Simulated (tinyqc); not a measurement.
Inside a calculation (part 2 of 2). Method: LCCD on RHF in the sto-3g basis, for H2O, spin multiplicity 1. Computed by tinyqc, a small Python program that keeps every step (integrals from PySCF). Command: `OMP_NUM_THREADS=1 python tinyqc.py 20916 20917 out.jsonl` (the two numbers bound the seeds that draw the settings). One thread of a shared host (Intel(R) Xeon(R) Processor @ 2.60GHz), about 0.1 s of CPU time with the checks.

Geometry (angstrom):

| atom | x | y | z |
|---|---|---|---|
| O | 0.0000 | 0.0000 | 0.0000 |
| H | 0.0000 | 0.8760 | 0.7280 |
| H | 0.0000 | -0.9350 | 0.7770 |

## LCCD: convergence

E_corr = 1/4 sum <ij||ab> t_ij^ab; stop when the norm of the change is below 1e-8.

Course of the amplitude iterations:

| update | correlation energy (hartree) | norm of the change |
|---|---|---|
| 0 | -0.058998 | - |
| 1 | -0.076285 | 1.15e-01 |
| 2 | -0.082717 | 5.18e-02 |
| 3 | -0.088073 | 2.55e-02 |
| 4 | -0.088088 | 3.10e-03 |
| 5 | -0.088105 | 1.23e-03 |
| 6 | -0.088108 | 1.14e-04 |
| 7 | -0.088108 | 1.84e-05 |
| 8 | -0.088108 | 3.88e-06 |
| 9 | -0.088108 | 1.42e-06 |
| 10 | -0.088108 | 2.91e-07 |
| 11 | -0.088108 | 4.37e-08 |
| 12 | -0.088108 | 1.24e-08 |
| 13 | -0.088108 | 4.85e-09 |

Converged amplitudes (spin orbitals 1a, 1b, ...; amplitudes related by a flip of all spins are not repeated; the 24 largest):

| from | to | t |
|---|---|---|
| 3a 3b | 7a 7b | -0.1207 |
| 4a 4b | 6a 6b | -0.1153 |
| 3a 4b | 6b 7a | 0.0765 |
| 3a 3b | 6a 6b | -0.0671 |
| 3a 4b | 6a 7b | -0.0590 |
| 4a 4b | 7a 7b | -0.0550 |
| 3a 4b | 6a 6b | 0.0486 |
| 2a 4b | 6a 6b | -0.0398 |
| 3a 4b | 7a 7b | -0.0303 |
| 2a 2b | 6a 6b | -0.0295 |
| 2a 3b | 6a 7b | -0.0282 |
| 5a 5b | 6a 6b | -0.0270 |
| 2a 2b | 7a 7b | -0.0215 |
| 2a 3b | 6b 7a | 0.0205 |
| 3a 4a | 6a 7a | 0.0175 |
| 2a 3b | 7a 7b | -0.0169 |
| 5a 5b | 7a 7b | -0.0146 |
| 4a 4b | 6a 7b | 0.0131 |
| 2a 3b | 6a 6b | 0.0121 |
| 2a 4b | 6b 7a | 0.0103 |
| 2a 4b | 6a 7b | -0.0094 |
| 2a 3a | 6a 7a | -0.0076 |
| 3a 3b | 6a 7b | 0.0046 |
| 5a 5b | 6a 7b | -0.0038 |

LCCD total energy = -74.995967 hartree

Converged in 13 updates, with DIIS from the third.
